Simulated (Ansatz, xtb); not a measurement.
# Ranking isomers of CH4OSi

4 gas-phase structures of CH4OSi, found in a search over its isomers (lower ones may exist). Each was relaxed with GFN2-xTB:

A. `CO[SiH]`, a singlet
B. `C[SiH]=O`, a singlet
C. `C[Si]O`, a singlet
D. `C1O[SiH2]1`, a singlet

**Question.** Which do you expect lowest at r2SCAN-D4/def2-SVP, and how would the others follow?

**Answer.** Calculated order at r2SCAN-D4/def2-SVP: B (0.0), C (1.5), A (21.8), D (23.5) kcal/mol.

Energies above the lowest of each column, in kcal/mol; the last columns are at PBE0-D3(BJ)/pcseg-1 geometries and were run for some of them only (a dash: not run or not comparable):

```json
{"structure": "B", "GFN2-xTB": "0.0", "HF/STO-3G": "28.5", "r2SCAN-D4/def2-SVP": "0.0", "PBE0-D3(BJ)/pcseg-1": "0.0", "CCSD(T)/def2-TZVPP": "0.0"}
{"structure": "C", "GFN2-xTB": "37.6", "HF/STO-3G": "0.0", "r2SCAN-D4/def2-SVP": "1.5", "PBE0-D3(BJ)/pcseg-1": "1.1", "CCSD(T)/def2-TZVPP": "1.1"}
{"structure": "A", "GFN2-xTB": "41.6", "HF/STO-3G": "12.3", "r2SCAN-D4/def2-SVP": "21.8", "PBE0-D3(BJ)/pcseg-1": "21.6", "CCSD(T)/def2-TZVPP": "23.5"}
{"structure": "D", "GFN2-xTB": "40.1", "HF/STO-3G": "20.5", "r2SCAN-D4/def2-SVP": "23.5", "PBE0-D3(BJ)/pcseg-1": "–", "CCSD(T)/def2-TZVPP": "–"}
```

CCSD(T)/def2-TZVPP puts B lowest of those it was run on; HF/STO-3G picks C. Flexible structures stand in one conformer each, not always the lowest. Frequencies (PBE0-D3(BJ)/pcseg-1) were run for A, B, C alone.

Over these structures GFN2-xTB departs from r2SCAN-D4/def2-SVP by 9.8 kcal/mol on average once a common shift is removed. A GFN2-xTB relaxation took about 0.043 s and the r2SCAN-D4/def2-SVP energy about 0.63 s on a shared host (Ansatz 0.2.0, xtb 6.7.1).
